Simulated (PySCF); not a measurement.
**Stretching LiSi**

Set-up: Li jorge-DZP-DKH, Si jorge-DZP-DKH; spin-free X2C with a Gaussian nucleus (PySCF 2.14). Energies in eV from Li + Si in their ground configurations at the same level. State: ⁴Σ⁻ (quartet), unpaired electrons σ ↑, π ↑↑.

```
R (Å)  UHF-MP2
2.058   -1.302
2.154   -1.497
2.249   -1.611
2.321   -1.655
2.393   -1.671
2.465   -1.665
2.561   -1.629
2.680   -1.553
2.824   -1.430
3.015   -1.236
```

Put a parabola through the three lowest points of the UHF-MP2 curve and estimate Re, k and ωe (reduced mass 5.609 u; 1 eV/Å² = 0.16022 mdyn/Å; ωe = 1302.8·√(k/μ) cm⁻¹).

Through R = 2.321, 2.393, 2.465 Å the second-order coefficient is 2.12 eV/Å², so Re ≈ 2.409 Å, k ≈ 0.680 mdyn/Å and ωe ≈ 454 cm⁻¹. A polynomial fit of higher order to the unrounded UHF-MP2 energies gives Re = 2.407 Å, k = 0.664 mdyn/Å, ωe = 448 cm⁻¹; anharmonicity and rounding make the difference.

The higher-order fit for each curve: UHF-MP2: Re = 2.407 Å, ωe = 448 cm⁻¹, De = 1.67 eV.

Correlated steps freeze 5 core orbitals. Correlated levels converge slowly with the basis: in double zeta they bind strong bonds too weakly, by up to about 1 eV, and carry superposition errors of some tenths. The state was picked by a PBE0 search and need not be the measured ground state.
